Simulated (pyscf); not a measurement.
**Routes from H₂N–BH–F + hydrogen (H₂)**

Candidate steps break at most two bonds and form at most two. Each was searched with GFN2-xTB (tblite) first. PySCF, gas phase, ωB97X-D3(BJ)/def2-SVP geometries. Energies: ωB97M-D3(BJ)/def2-TZVP, kcal/mol, from the separated reactants, singlet surface; ΔG‡ with ideal gas, 1 atm, RRHO with modes under 100 cm⁻¹ raised to 100, one conformer, R ln 2 for chiral ones without a mode under 150 cm⁻¹.

| products | type | ΔE‡ | ΔE | ΔG‡ 298 K | ΔG‡ 900 K | ν‡ (cm⁻¹) |
|---|---|---|---|---|---|---|
| H₂B–F + NH₃ | four-centre exchange | 44.2 | +28.8 | 54.0 | 72.2 | 1461i |
| H₂B–NH₂ + HF | four-centre exchange | 54.2 | +28.9 | 63.6 | 80.8 | 1173i |

Row 1: On the product side the descent ends in an adduct with a B–N contact, 23.4 kcal/mol under the separated species and 39.4 kcal/mol under the saddle at ωB97X-D3(BJ)/def2-TZVP. 

Plain bond fissions and candidates not yet searched are not listed, and one of them may be faster. Each barrier is that of the saddle found; lower ones may exist.
